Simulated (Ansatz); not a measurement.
fcc Ca, treated with B3LYP (VWN-RPA form) in Ansatz (plane waves, PAW).

The input as run:

Ansatz 0.2 input:
```yaml
crystal:
  lattice:
    - [0.0, 2.8304486955, 2.8304486955]
    - [2.8304486955, 0.0, 2.8304486955]
    - [2.8304486955, 2.8304486955, 0.0]
  atoms:
    - { symbol: Ca, position: [0.0, 0.0, 0.0] }
basis:
  ecutwfc: 460
  ecutrho_ratio: 4
  xc_grid: 2
kpoints:
  mp_grid: { grid: [10, 10, 10] }
hamiltonian:
  xc: b3lyp
  dispersion: none
  pseudopotentials: { kind: paw }
scf:
  occupations: { method: fermi_dirac, width: 0.05 }
  convergence: { dr2_threshold: 0.0000000001 }
output:
  forces: false
  stress: true
  eigenvalues: true
```

From the output:

```
WARN output.stress: scf.exx.energy_threshold = 1e-6 eV is looser than the 1e-8 eV advised for a stress under a hybrid functional (1e-8 eV for each atom of the …
Crystal: 1 atoms, lattice volume = 45.352 Å³
Basis set: ecut = 460 eV, 965 PW (Γ), exchange–correlation on 60×60×60 points (8 copies of the dense FFT grid, shifted against one another)
Bands: 9, of which v1, the nominal top of the filled ones, is band 5 counted from 1 (4 counted from 0)
Symmetry: 48 space group operations
Space group: Fm-3m (ITA 225), of the structure as read, at distance tolerance 3.6e-5 Å
k-points: 47 of 1000
Functional: x = 0.1 slater + 0.9 b88, c = 0.19 vwn_rpa + 0.81 lyp, warm-up for x = 0.08 slater + 0.72 b88 + 0.2 exact, c = 0.19 vwn_rpa + 0.81 lyp
SCF iter   1: F=—  HF=-1821.569373 eV  |F-HF|=—  |Δ(HF+E_count)|=         —  Δρ=2.81e-3  dr2=2.45e-3
SCF iter   2: F=—  HF=-1821.570001 eV  |F-HF|=—  |Δ(HF+E_count)|=   6.29e-4  Δρ=1.68e-3  dr2=1.12e-3
  ...
SCF 1 converged in 8 iterations: F = -1821.570661 eV  dr2 = 1.52e-11
Crystal: 1 atoms, lattice volume = 45.352 Å³
Initial density: handed on by an earlier stage of this run
Functional: x = 0.08 slater + 0.72 b88 + 0.2 exact, c = 0.19 vwn_rpa + 0.81 lyp
Crystal: 1 atoms, lattice volume = 45.352 Å³
SCF iter   5: F=—  HF=-1822.773418 eV  |F-HF|=—  |Δ(HF+E_count)|=   1.64e-9  Δρ=9.26e-7  dr2=3.68e-10
SCF iter   6: F=-1822.773418 eV  HF=-1822.773418 eV  |F-HF|=1.91e-11  |Δ(HF+E_count)|=  5.73e-11  Δρ=2.54e-7  dr2=2.22e-11
SCF 3 converged in 6 iterations: F = -1822.773418 eV  dr2 = 2.22e-11
Free energy (F): -1822.773418 eV
Internal energy: -1822.770395 eV  (E = F + TS)
E sigma→0 (E₀):  -1822.771906 eV
Fermi energy:    4.820740 eV
--- Stress (GPa, compression-positive) ---
       -0.765594       0.000000      -0.000000
       -0.000000      -0.765594       0.000000
       -0.000000       0.000000      -0.765594
  P = ⅓ Tr σ = -0.7656 GPa (-7.656 kbar)
```

The cell is one volume of an energy–volume scan, off the minimum.

The PAW data were made under PBE.

Ansatz is a quantum-chemistry and plane-wave program.
